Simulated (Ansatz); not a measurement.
Basis-set extrapolation for C2H3F3 (`FCC(F)F`) (PBE0-D4/def2-TZVP geometry, frozen core, Ansatz). Multiplicity 1, RHF reference.

```json
{"": "HF", "def2-TZVPP": "-375.957103", "def2-QZVPP": "-375.973574"}
{"": "MP2 correlation", "def2-TZVPP": "-1.076260", "def2-QZVPP": "-1.171286"}
{"": "CCSD(T) correlation", "def2-TZVPP": "-1.130124", "def2-QZVPP": "-1.221293"}
```

Energies in hartree. Use E(X) = E(∞) + A·exp(−7.88·√X) for Hartree–Fock and E(X) = E(∞) + B·X^(−2.97) for correlation, with X = 3 and 4.

**Question.** What is the CCSD(T) energy at the basis-set limit?

**Answer.** HF limit: -375.973574 + (-0.016471) × 0.13774 = -375.97584. Correlation limit: -1.221293 + (-0.091169) × 0.74074 = -1.28883. Total: -377.26467 hartree, 465.9 kJ/mol below CCSD(T)/def2-TZVPP.
